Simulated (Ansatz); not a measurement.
Start from `C=C(O)CO` and change one atom or group to get `C=C(O)OC`.

Ansatz, PBE0-D4/def2-TZVP geometries, multiplicity 1. Each molecule was computed in one conformer, which needn't be the lowest.

```
                             property  `C=C(O)CO`
  HOMO energy (B3LYP/def2-TZVPP) / eV       -6.50
    LUMO energy (PBE/def2-TZVPP) / eV       -0.62
   LUMO energy (PBE0/def2-TZVPP) / eV        0.34
LUMO energy (ωB97M-V/def2-TZVPP) / eV        2.01
HOMO energy (ωB97M-V/def2-TZVPP) / eV       -8.96
  LUMO energy (B3LYP/def2-TZVPP) / eV        0.02
```

(1) What does the change do to each property? (Best estimate.)

## Answers

(1) The calculation gave: 
```
                             property  `C=C(O)OC`  shift
  HOMO energy (B3LYP/def2-TZVPP) / eV       -6.06   0.44
    LUMO energy (PBE/def2-TZVPP) / eV        0.43   1.05
   LUMO energy (PBE0/def2-TZVPP) / eV        1.33   0.99
LUMO energy (ωB97M-V/def2-TZVPP) / eV        2.77   0.76
HOMO energy (ωB97M-V/def2-TZVPP) / eV       -8.53   0.43
  LUMO energy (B3LYP/def2-TZVPP) / eV        0.94   0.92
```

With PBE0 the HOMO rises by 0.44 eV and the LUMO rises by 0.99 eV, so the gap widens by about 0.55 eV. PBE moves the HOMO by 0.45 eV and ωB97M-V by 0.43 eV.

B3LYP here is the variant with VWN-RPA as its local correlation; programs differ in this.
